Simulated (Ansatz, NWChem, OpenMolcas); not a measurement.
**Computed against measured: atomisation enthalpy at 298 K**

6 molecules with nitrogen; the atomisation enthalpy at 298 K in kJ/mol, computed less measured. Shapes, held fixed at every level: PBE0-D4/def2-TZVP. Flexible molecules stand in one conformer, not always the lowest. Thermal terms are harmonic and unscaled (PBE0-D4/def2-TZVP); the spin-orbit lowering of the free atoms is taken from their spectra. Programs: Ansatz 0.2.0, NWChem 7.3.0, OpenMolcas 26.06. A level may come from different programs for different species; with the same settings they agree closely. Measured values: Active Thermochemical Tables, CRC Handbook of Chemistry and Physics.

Levels: A = HF/3-21G; B = r2SCAN-D4/def2-TZVPP; C = BHLYP-D4/def2-TZVPP; D = wB97X-V/def2-TZVPP; E = CCSD(T)/def2-TZVPP.

```json
{"molecule": "N2O (nitrous oxide)", "from tabulated heats": "1112", "A": "-1144", "B": "+18", "C": "-153", "D": "+17", "E": "-73"}
{"molecule": "HOCN (cyanic acid)", "from tabulated heats": "1671", "A": "-923", "B": "-8", "C": "-126", "D": "-2", "E": "-70"}
{"molecule": "CHNS (SMILES N=C=S)", "from tabulated heats": "1557", "A": "-855", "B": "+24", "C": "-96", "D": "+4", "E": "-72"}
{"molecule": "C3H5N (isocyanoethane)", "from tabulated heats": "3571", "A": "-1229", "B": "-19", "C": "-122", "D": "-2", "E": "-111"}
{"molecule": "CH6N2 (methylhydrazine)", "from tabulated heats": "2875", "A": "-1230", "B": "-23", "C": "-92", "D": "+17", "E": "-100"}
{"molecule": "C4H5N (pyrrole)", "from tabulated heats": "4322", "A": "-1508", "B": "+21", "C": "-148", "D": "+7", "E": "-136"}
```

(1) Sum up the errors.

Results:

(1) 
```tsv
level	kind	mean error	mean absolute error	worst case
HF/3-21G	Hartree–Fock	-1148.2	1148.2	C4H5N
r2SCAN-D4/def2-TZVPP	meta-GGA	+2.2	18.8	CHNS
BHLYP-D4/def2-TZVPP	global hybrid	-122.8	122.8	N2O
wB97X-V/def2-TZVPP	range-separated hybrid	+6.8	8.2	N2O
CCSD(T)/def2-TZVPP	coupled cluster or CI	-93.7	93.7	C4H5N
```

On this set wB97X-V/def2-TZVPP has the smallest mean absolute error and HF/3-21G the largest. HF/3-21G is too low in 6 of 6; BHLYP-D4/def2-TZVPP is too low in 6 of 6; wB97X-V/def2-TZVPP is too high in 4 of 6; CCSD(T)/def2-TZVPP is too low in 6 of 6. Where a negative error exceeds the measured value, the molecule comes out unbound. Hartree–Fock lacks correlation and underbinds. Rows in very small basis sets show the basis more than the method. Correlated wave functions converge slowly with the basis. The set is small.
